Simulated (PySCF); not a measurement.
All values below come from PBE0-D3(BJ)/def2-TZVP (PySCF 2.14.0). Isolated molecules, 0 K electronic values unless said otherwise. 

Reference species (SMILES): `C[CH]C` (neutral, multiplicity 2).

| Item | Result |
|---|---|
| dipole moment | 0.21 D |

Changed species: `[Cl]` (radical fragment; the reference has radical fragment).

Predict the effect on the dipole moment.

the dipole moment decreases by 0.21 D, to 0.00 D.
